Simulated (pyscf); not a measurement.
Single points on ωB97X-D3(BJ)/def2-SVP structures (PySCF, gas phase).

### Question
For H₃C–In(CH₃)–CH₃ (SMILES [CH3][In]([CH3])[CH3]) + CH₃• (SMILES [CH3]) -> H₃C–CH₃ (SMILES CC) + [H₃C–In–CH₃]• (SMILES [CH3][In][CH3]), a substitution at C (doublet surface; C–In broken, C–C formed), PBE/def2-TZVP gives ΔE‡ = 14.0 kcal/mol and ΔE = -33.9 kcal/mol (zero: the separated reactants). In which direction and how far do PBE0-D3(BJ)/def2-TZVP, M06-2X/def2-TZVP, ωB97M-D3(BJ)/def2-TZVP move these?

### Answer
PBE0-D3(BJ): ΔE‡ = 20.0 kcal/mol, ΔE = -32.0 kcal/mol; M06-2X: ΔE‡ = 21.9 kcal/mol, ΔE = -33.9 kcal/mol; ωB97M-D3(BJ): ΔE‡ = 24.5 kcal/mol, ΔE = -31.7 kcal/mol. PBE's barrier lies under all of them, by 6.0 to 10.5 kcal/mol. Its reaction energy matches one of them and lies within 2.1 kcal/mol of the others. Low barriers are usual for a GGA, whose delocalisation error favours stretched bonds. One saddle was located; it need not be the lowest between these sides. The angle at the attacked C is 175°. Elements past Kr carry the def2 core potentials, without spin-orbit coupling.
